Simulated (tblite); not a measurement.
Start geometry of `n1(C)ccpc1` from a force field or distance geometry (Å):
```
atom  x, y, z in Å
C1    -1.6746   -0.1648    0.1735
N2    -0.2719    0.0997    0.0168
C3     0.6974   -0.9131   -0.0735
C4     1.9790   -0.4065   -0.2194
P5     2.1268    1.4251   -0.2134
C6     0.2915    1.3506   -0.0314
H7    -2.2238    0.7886    0.2304
H8    -2.0149   -0.7257   -0.6915
H9    -1.8284   -0.7393    1.0934
H10    0.3578   -1.9424   -0.0414
H11    2.8708   -1.0175   -0.3083
H12   -0.3086    2.2447    0.0388
```

Problem. What comes out of this run: GFN2-xTB geometry optimisation, gas phase in tblite?

Solution. 
```
atom  x, y, z in Å
C1    -1.6355   -0.1536    0.1695
N2    -0.2298    0.1119    0.0225
C3     0.6966   -0.8705   -0.0783
C4     1.9686   -0.4014   -0.2107
P5     2.0197    1.3562   -0.2100
C6     0.3124    1.3486   -0.0311
H7    -2.1819    0.7856    0.2294
H8    -2.0066   -0.7240   -0.6853
H9    -1.8211   -0.7293    1.0793
H10    0.3784   -1.8981   -0.0480
H11    2.8339   -1.0321   -0.3034
H12   -0.3334    2.2061    0.0399
```

The energy falls by 0.485 eV over 17 L-BFGS steps, the largest force on an atom goes from 4.61 to 0.007 eV/Å, and the atoms move by 0.051 Å rms after alignment. The bond that changes most is P5–C6 (ends: phosphorus bonded to 2 C; aromatic CH next to a ring nitrogen), which shortens by 0.129 Å. Bonds longer at the end by more than 0.005 Å: 1 of 12; shorter: 8. Among the angles that change most is P5–C6–H12, from 121.7° to 126.9°. Rotational constants go from 6943, 2331, 1765 to 7211, 2528, 1894 MHz. The orientation of the end geometry is arbitrary; only internal coordinates are fixed.

GFN2-xTB frequencies show an imaginary mode (28i cm⁻¹), so the point is no minimum at that level.

The numbers are calculated, not measured.
